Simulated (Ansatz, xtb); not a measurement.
**C2H2O+: where a starting geometry ends**

The starting geometry of this gas-phase doublet has its atoms placed at random.

```xyz
5

C    -0.5330   -0.4274    0.4151
C     0.5014    1.5246   -0.0184
O    -0.2909    0.4077    1.2809
H    -0.6182   -1.0035    1.6071
H     0.4613    0.4665    0.2738
```

**Question.** One run relaxed it with r2SCAN-D4/def2-SVP. What is a likely outcome?

**Answer.** It ends as a structure given below by its coordinates. Distances that change by over a tenth: C1–H4 (1.33 → 1.11 Å), C1–H5 (1.34 → 3.26 Å), O3–H5 (1.26 → 2.09 Å). Contacts that close: C2–O3 (1.89 → 1.24 Å).

The energy falls by 7.68 eV over 21 steps:

| step | E − E(last) (eV) |
| --- | --- |
| 1 | 7.675 |
| 3 | 3.265 |
| 5 | 1.538 |
| 8 | 0.644 |
| 10 | 0.333 |
| 12 | 0.166 |
| 14 | 0.021 |
| 17 | 0.001 |
| 19 | 0.000 |
| 21 | 0.000 |

Final geometry (Å):

```xyz
5

C    -0.3726   -0.8893    1.3246
C     0.4060    1.2668    0.3545
O    -0.0521    0.2064    0.8011
H    -1.4204   -1.0043    1.6729
H     0.9596    1.3884   -0.5946
```

From the same start GFN2-xTB ends elsewhere, differing in C1–C2 (1.32 against 2.49 Å here).

From so rough a start the end depends on the optimiser's path, so another program may land elsewhere. No frequencies were run, so the end isn't proven a minimum. Open shells are spin-unrestricted. Run with Ansatz 0.2.0, 61 s on 2 threads of Intel(R) Xeon(R) Platinum 8259CL CPU @ 2.50GHz (Skylake/Cascade Lake), on a shared host.
